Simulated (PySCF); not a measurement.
**BS: frontier orbitals**

r²SCAN at R = 1.618 Å; PySCF, no relativity, basis sets B def2-SVPD, S def2-SVPD. State: ²Σ⁺ (doublet), unpaired electrons σ ↑. Only the outer orbitals are listed, counted within each symmetry.

```csv
spin,orbital,occ.,ε (eV),on B (%),main shells (%)
α,5σ,1,-19.21,24,"73 S s, 16 B s"
α,6σ,1,-11.11,41,"43 S p, 38 B s, 16 S s"
α,7σ,1,-7.93,77,"49 B p, 27 B s, 20 S p"
α,2π,1,-7.93,27,"72 S p, 27 B p"
α,2π,1,-7.93,27,"72 S p, 27 B p"
α,3π,0,-2.53,66,"62 B p, 26 S p"
α,3π,0,-2.53,66,"62 B p, 26 S p"
α,8σ,0,1.42,97,90 B s
β,5σ,1,-19.08,22,"76 S s, 13 B s, 8 B p"
β,6σ,1,-10.53,27,"57 S p, 22 B s, 15 S s"
β,2π,1,-7.83,17,"82 S p, 16 B p"
β,2π,1,-7.83,17,"82 S p, 16 B p"
β,7σ,0,-4.11,96,"66 B s, 29 B p"
β,3π,0,-1.32,67,"64 B p, 17 S p, 16 S d"
β,3π,0,-1.32,67,"64 B p, 17 S p, 16 S d"
```

**Question.** Which are the highest filled and the lowest empty level, where do they sit, and how wide is the gap?

**Answer.** Highest filled β 2π at -7.83 eV (in %: 82 S p, 16 B p); lowest empty β 7σ at -4.11 eV (in %: 66 B s, 29 B p); the gap at r²SCAN is 3.72 eV.

The bond order (Mayer) is 2.46 and the ⟨S²⟩ is 0.775. The charge on B (Mulliken, basis-dependent) is 0.20 and the charge on B (Löwdin, basis-dependent) is -0.22. The dipole moment (positive dipole means B(−)S(+)) is -0.96 D.

The state is the lowest determinant that a PBE0 search found; another state may lie lower at other levels.
